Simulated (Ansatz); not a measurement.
# C4H9F: up Jacob's ladder to CCSD(T)

One table from this session's results is given with a row withheld; the runs are named, their logs left out.

The runs use Ansatz 0.2.0, Gaussian basis; functionals in def2-TZVPP, the program's frozen cores in correlated methods.

Plan: PBE-D4, r2SCAN-D4, PBE0-D4, B3LYP-D4, ωB97X-V, ωB97M-V, B2PLYP; CCSD(T)/def2-TZVPP; MP2/def2-QZVPP; extrapolation to the limit.

## The geometry

An earlier PBE0-D4 in a triple-zeta def2 set relaxation fixed the geometry.

14 atoms, charge 0, spin multiplicity 1.

Atoms are counted from 1 here; the program's logs count them from 0.

Bond lengths: C1–C2 1.522 Å, C1–H6 1.095 Å, C1–H7 1.093 Å, C1–H8 1.092 Å, C2–C3 1.520 Å, C2–C4 1.512 Å, C2–H9 1.097 Å, C3–H10 1.093 Å, C3–H11 1.095 Å, C3–H12 1.091 Å, C4–F5 1.385 Å, C4–H13 1.095 Å, C4–H14 1.097 Å. Angles: C2–C1–H6 110.9°, C2–C1–H7 111.8°, C2–C1–H8 110.7°, H6–C1–H7 107.9°, H6–C1–H8 107.5°, H7–C1–H8 107.8°, C1–C2–C3 111.7°, C1–C2–C4 109.3°, C1–C2–H9 108.7°, C3–C2–C4 111.3°, C3–C2–H9 108.7°, C4–C2–H9 107.1°, C2–C3–H10 110.9°, C2–C3–H11 110.6°, C2–C3–H12 111.2°, H10–C3–H11 107.7°, H10–C3–H12 108.2°, H11–C3–H12 108.0° and more.

As a file:

```
atom     x (Å)     y (Å)     z (Å)
  C1  -0.58316  -0.68251   1.15633
  C2   0.09532   0.31417   0.22786
  C3   1.37224  -0.25359  -0.37094
  C4  -0.87719   0.73285  -0.85135
  F5  -0.32401   1.70732  -1.66559
  H6  -0.86794  -1.59025   0.61507
  H7  -1.48551  -0.26528   1.61097
  H8   0.09053  -0.97932   1.96276
  H9   0.34575   1.21451   0.80225
 H10   2.09197  -0.50421   0.41183
 H11   1.16077  -1.16805  -0.93466
 H12   1.84194   0.45994  -1.04962
 H13  -1.79317   1.14760  -0.41820
 H14  -1.14116  -0.11928  -1.48922
```

Set-up of the first run:

The input, in.yaml:

```yaml
crystal:
  periodic: [false, false, false]
  atoms:
    - {symbol: C, position_ang: [-0.583156, -0.682513, 1.156330]}
    - {symbol: C, position_ang: [0.095322, 0.314175, 0.227855]}
    - {symbol: C, position_ang: [1.372238, -0.253587, -0.370939]}
    - {symbol: C, position_ang: [-0.877188, 0.732854, -0.851351]}
    - {symbol: F, position_ang: [-0.324015, 1.707322, -1.665590]}
    - {symbol: H, position_ang: [-0.867935, -1.590252, 0.615071]}
    - {symbol: H, position_ang: [-1.485505, -0.265282, 1.610972]}
    - {symbol: H, position_ang: [0.090532, -0.979321, 1.962761]}
    - {symbol: H, position_ang: [0.345754, 1.214508, 0.802251]}
    - {symbol: H, position_ang: [2.091973, -0.504210, 0.411834]}
    - {symbol: H, position_ang: [1.160773, -1.168050, -0.934657]}
    - {symbol: H, position_ang: [1.841939, 0.459941, -1.049618]}
    - {symbol: H, position_ang: [-1.793167, 1.147596, -0.418201]}
    - {symbol: H, position_ang: [-1.141163, -0.119281, -1.489220]}
basis:
  gaussian: {orbitals: def2-TZVPP}
hamiltonian: {xc: pbe, dispersion: d4}
output: {forces: true, orbitals: {seedname: orbitals}}
```

Among the steps run: PBE-D4 (GGA); r2SCAN-D4 (meta-GGA); PBE0-D4 (hybrid); B3LYP-D4 (hybrid); ωB97X-V (range-separated); ωB97M-V (range-separated); B2PLYP (double hybrid); CCSD(T) in def2-TZVPP; MP2 in def2-QZVPP.

One table of the session follows, with a row left open; its other results are not shown here.

| method | atoms, summed (eV) | atomisation energy (kJ/mol) |
| --- | --- | --- |
| PBE-D4 | -6948.415 | 5585.3 |
| r2SCAN-D4 | -6954.105 | 5494.6 |
| PBE0-D4 | -6949.978 | 5514.0 |
| B3LYP-D4 | -6958.698 | 5485.7 |
| ωB97X-V | -6955.909 | 5491.7 |
| ωB97M-V | -6954.627 | 5497.8 |
| B2PLYP | -6952.896 | 5435.0 |
| HF/def2-TZVPP | -6930.196 | 4137.3 |
| MP2/def2-TZVPP | -6942.774 | 5429.5 |
| CCSD/def2-TZVPP | -6945.323 | 5307.6 |
| CCSD(T)/def2-TZVPP | ? | ? |
| MP2/CBS | -6945.196 | 5543.7 |
| CCSD(T)/CBS | -6948.059 | 5485.2 |

Estimate the missing values for CCSD(T)/def2-TZVPP.

**Answer.** atoms, summed (eV): -6945.637; atomisation energy (kJ/mol): 5370.9. In the column «atoms, summed (eV)» it lies between CCSD(T)/CBS (-6948.059) and CCSD/def2-TZVPP (-6945.323).
